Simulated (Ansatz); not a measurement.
sulfur dioxide (O₂S), SMILES O=S=O.

The structure is a stationary point at ωB97X-D3(BJ)/def2-TZVP.

Two levels are set side by side: PBE/def2-TZVPD (Ansatz, a first-principles code) and PBE0/def2-TZVPD (Ansatz). Energy differences of separate SCF runs at the same geometry; the states with an electron removed or added have multiplicity 2 and 2. Differences are taken from unrounded values.

```
quantity                            PBE0
---------------------------------  -----
vertical ionisation energy (eV)    12.42
vertical electron affinity (eV)     0.95
vertical singlet–triplet gap (eV)   3.12
```

Q: What does PBE give, and how far is it from PBE0? (The exact figures need the calculation; the answer reports its results.)

A: 
```csv
quantity,PBE,PBE minus PBE0
vertical ionisation energy (eV),12.14,-0.29
vertical electron affinity (eV),0.75,-0.20
vertical singlet–triplet gap (eV),3.19,0.07
```
